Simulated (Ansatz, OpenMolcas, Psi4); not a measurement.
Strength of the C–H bond: C3H4 → C3H3 + H

Species: C3H4 (propyne) `C#CC`, singlet; C3H3 (propargyl radical) `[CH]=C=C`, doublet; H atom, doublet. 

Shapes, held fixed at every level: PBE0-D4/def2-TZVP. Programs: Ansatz 0.2.0, OpenMolcas 26.06, Psi4 1.11. A level may come from different programs for different species; with the same settings they agree closely. The zero-point and thermal change to 298 K, harmonic and unscaled (5/2 RT less the spin-orbit lowering for atoms, PBE0-D4/def2-TZVP), is -31.8 kJ/mol.

**What was measured.** Tabulated heats of formation (Active Thermochemical Tables, tabulated atomic heats): C3H4 +185.8 (ATcT); C3H3 +351.5 (ATcT); H +218.0 (atomic table) kJ/mol, which give ΔH(298 K) = +383.7 kJ/mol.

```
             level                   kind  ΔH (kJ/mol)  computed − measured
      HF/def2-SVPD           Hartree–Fock       +272.0               -111.7
     HF/def2-TZVPP           Hartree–Fock       +270.6               -113.0
   M06-L/def2-SVPD               meta-GGA       +365.7                -18.0
  r2SCAN/def2-SVPD               meta-GGA       +350.5                -33.1
   BHLYP/def2-SVPD          global hybrid       +364.2                -19.4
PBE0-D4/def2-TZVPP          global hybrid       +361.7                -21.9
 CCSD(T)/def2-SVPD  coupled cluster or CI       +373.3                -10.4
 B2PLYP/def2-TZVPP          double hybrid       +374.3                 -9.4
```

Nearest: B2PLYP/def2-TZVPP (-9.4); farthest: HF/def2-TZVPP (-113.0). 1 of 8 levels lie within 10 kJ/mol. Electron pairs are made or broken, so correlation matters. T1 is large for C3H3 (0.050), so single-reference values are less sure there. Spin contamination: C3H3 (⟨S²⟩ up to 0.96). Open shells run unrestricted.
